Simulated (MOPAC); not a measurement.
MOPAC input (PM7):

```
PM7 1SCF CHARGE=1 GEO-OK AUX(PRECISION=9) THREADS=1
C5H6N

N    -0.00157683 1   -0.00024839 1    1.30348651 1
C     0.00170413 1    0.00026845 1   -1.40872082 1
C     0.00242832 1    1.18429545 1    0.66375975 1
C    -0.00403366 1   -1.18454834 1    0.66330053 1
C    -0.00242719 1   -1.20598434 1   -0.71362886 1
C     0.00415317 1    1.20625623 1   -0.71316122 1
H     0.00301286 1    0.00047461 1   -2.49058434 1
H     0.00410240 1    2.07112659 1    1.28013971 1
H    -0.00719860 1   -2.07161432 1    1.27933659 1
H    -0.00438966 1   -2.15440561 1   -1.23046542 1
H     0.00736564 1    2.15487440 1   -1.22963003 1
H    -0.00280348 1   -0.00044162 1    2.31750162 1
```

From the last part of the output:

```
                                                       MOPAC v23.2.5 Linux

          FINAL HEAT OF FORMATION =        187.75283 KCAL/MOL =     785.55786 KJ/MOL

          COSMO AREA              =        117.25 SQUARE ANGSTROMS
          COSMO VOLUME            =        104.96 CUBIC ANGSTROMS

          IONIZATION POTENTIAL    =         15.925253 EV
          HOMO LUMO ENERGIES (EV) =        -15.925 -6.069
          NO. OF FILLED LEVELS    =         15
          MOLECULAR WEIGHT        =         80.1091         POINT GROUP:  C2v

          MOLECULAR DIMENSIONS (Angstroms)

            Atom       Atom       Distance
            H    10    H     8     4.91511
            H    11    H     9     4.31584
            C     6    C     3     0.00000

          SCF CALCULATIONS        =          1

   ATOM   CHEMICAL          X               Y               Z
  NUMBER   SYMBOL      (ANGSTROMS)     (ANGSTROMS)     (ANGSTROMS)

     1       N         -0.00157683  *  -0.00024839  *   1.30348651  *
     2       C          0.00170413  *   0.00026845  *  -1.40872082  *
     3       C          0.00242832  *   1.18429545  *   0.66375975  *
     4       C         -0.00403366  *  -1.18454834  *   0.66330053  *
     5       C         -0.00242719  *  -1.20598434  *  -0.71362886  *
     6       C          0.00415317  *   1.20625623  *  -0.71316122  *
     7       H          0.00301286  *   0.00047461  *  -2.49058434  *
     8       H          0.00410240  *   2.07112659  *   1.28013971  *
     9       H         -0.00719860  *  -2.07161432  *   1.27933659  *
    10       H         -0.00438966  *  -2.15440561  *  -1.23046542  *
    11       H          0.00736564  *   2.15487440  *  -1.22963003  *
    12       H         -0.00280348  *  -0.00044162  *   2.31750162  *

                             CARTESIAN COORDINATES

   1    N       -0.001576830    -0.000248390     1.303486510
   2    C        0.001704130     0.000268450    -1.408720820
   3    C        0.002428320     1.184295450     0.663759750
   4    C       -0.004033660    -1.184548340     0.663300530
   5    C       -0.002427190    -1.205984340    -0.713628860
   6    C        0.004153170     1.206256230    -0.713161220
   7    H        0.003012860     0.000474610    -2.490584340
   8    H        0.004102400     2.071126590     1.280139710
   9    H       -0.007198600    -2.071614320     1.279336590
  10    H       -0.004389660    -2.154405610    -1.230465420
  11    H        0.007365640     2.154874400    -1.229630030
  12    H       -0.002803480    -0.000441620     2.317501620

           Empirical Formula: C5 H6 N  =    12 atoms

      MOLECULAR POINT GROUP   :   C2v

                  EIGENVALUES
 -44.30445 -34.79962 -32.67804 -28.37848 -28.00612 -25.42105 -22.38194 -21.81664
 -21.09906 -20.76684 -20.42850 -18.11384 -17.99135 -16.53046 -15.92525  -6.06939
  -5.63122  -3.66914  -3.29209  -1.53770  -1.37754  -1.01544  -0.64128  -0.48099
  -0.37829   0.12456   0.52730   0.80051   1.02821   1.03188

              NET ATOMIC CHARGES AND DIPOLE CONTRIBUTIONS

  ATOM NO.   TYPE          CHARGE      No. of ELECS.   s-Pop       p-Pop
    1          N          -0.146177        5.1462     1.48532     3.66085
    2          C          -0.002134        4.0021     1.10082     2.90132
    3          C           0.034730        3.9653     1.09723     2.86804
    4          C           0.034730        3.9653     1.09723     2.86804
    5          C          -0.153003        4.1530     1.08910     3.06390
    6          C          -0.153003        4.1530     1.08910     3.06390
    7          H           0.201586        0.7984     0.79841
    8          H           0.213070        0.7869     0.78693
    9          H           0.213070        0.7869     0.78693
   10          H           0.213480        0.7865     0.78652
   11          H           0.213480        0.7865     0.78652
   12          H           0.330172        0.6698     0.66983
 DIPOLE           X         Y         Z       TOTAL
 POINT-CHG.    -0.002    -0.000     1.726     1.726
 HYBRID        -0.001    -0.000     0.684     0.684
 SUM           -0.003    -0.000     2.410     2.410

          ATOMIC ORBITAL ELECTRON POPULATIONS

     Atom    s        px        py        pz
    1  N   1.48532   1.35894   1.10939   1.19252
    2  C   1.10082   0.82700   0.96039   1.11393
    3  C   1.09723   0.93264   0.92073   1.01467
    4  C   1.09723   0.93264   0.92083   1.01457
    5  C   1.08910   0.97439   1.09940   0.99012
    6  C   1.08910   0.97439   1.09944   0.99007
    7  H   0.79841
    8  H   0.78693
    9  H   0.78693
   10  H   0.78652
   11  H   0.78652
   12  H   0.66983

 **********************
 *                    *
 * JOB ENDED NORMALLY *
 *                    *
 **********************

 == MOPAC DONE ==
```

The dipole moment of an ion depends on the origin.
